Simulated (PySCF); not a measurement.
**Electric field gradients and quadrupole coupling constants**

Compound: C₃H₂ClOP.
Bonds: Cl1–C2, C2–C3 (aromatic), C3–P4 (aromatic), P4–C5 (aromatic), C5–O6 (aromatic), C2–O6 (aromatic). Hydrogens: H7 on C3; H8 on C5.

Field gradients from the PBE0/pcSseg-1 density (PySCF, non-relativistic), principal values in atomic units, ordered |Vxx| ≤ |Vyy| ≤ |Vzz|:

| atom | Vxx | Vyy | Vzz |
| --- | --- | --- | --- |
| Cl1 | -1.9377 | -2.1903 | 4.1280 |
| O6 | -0.7110 | -0.7650 | 1.4760 |

Find the asymmetry η = (Vxx − Vyy)/Vzz and the couplings χ = eQV/h (234.96 MHz × Q in barn × V in au), with Q(35Cl) = −0.0817 b, Q(17O) = −0.0256 b.

```tsv
atom	environment	nucleus	η	χzz (MHz)	χxx (MHz)	χyy (MHz)
Cl1	aryl chlorine	35Cl	0.06	-79.24	37.20	42.05
O6	furan-type oxygen	17O	0.04	-8.88	4.28	4.60
```

The gradient is axial or nearly so (η below 0.05) at O6. The tensor is traceless: Vxx + Vyy + Vzz = 0.

What is Vzz at Cl1 in SI units (1 au = 9.71736 × 10²¹ V/m²)?

4.1280 au = 40.113 × 10²¹ V/m².

Were the hydrogens deuterons (Q(2H) = 0.00286 b), χzz would run from 225 kHz (H8) to 233 kHz (H7).

Geometry: GFN2-xTB; no solvent, vibrations or thermal averaging. GFN2-xTB bond lengths can be off by several hundredths of an ångström, more for odd bonds, and the gradients follow them. The small basis limits the accuracy of the gradients.
